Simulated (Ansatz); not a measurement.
The parent structure is GaN in the zinc blende structure (space group F-43m, No. 216; a = 4.549 Å).

Computed with Ansatz (an electronic-structure program) PBE, spin-orbit coupling left out, earlier PAW set.

Now apply this change: full substitution N → As; the structure is relaxed again.

Measured band gap: GaN 3.48 eV (static lattice; corrected from measurement; as listed in I. Vurgaftman, J. R. Meyer, L. R. Ram-Mohan, Journal of Applied Physics (2001)); GaAs 1.57 eV (static lattice; corrected from measurement; as listed in Wei Chen et al., Physical Review Materials (2018)).

Measured lattice parameter a: GaN 4.5 Å (room temperature; as listed in I. Vurgaftman, J. R. Meyer, L. R. Ram-Mohan, Journal of Applied Physics (2001)); GaAs 5.64 Å (static lattice; corrected from measurement; as listed in Daniel Mejia-Rodriguez, S. B. Trickey, Phys. Rev. B (2018)).

Problem. How well does PBE reproduce the measured shift?

Solution. With PBE the band gap moves by -1.38 eV (1.54 → 0.16) against -1.91 eV measured; the lattice parameter a moves by +1.197 Å (4.549 → 5.746) against +1.140 Å measured. The two measured values stand on different bases (one corrected, one not), which blurs small differences.

No phonon test of stability was made. This is not the structure that GaN has at room temperature and ambient pressure.
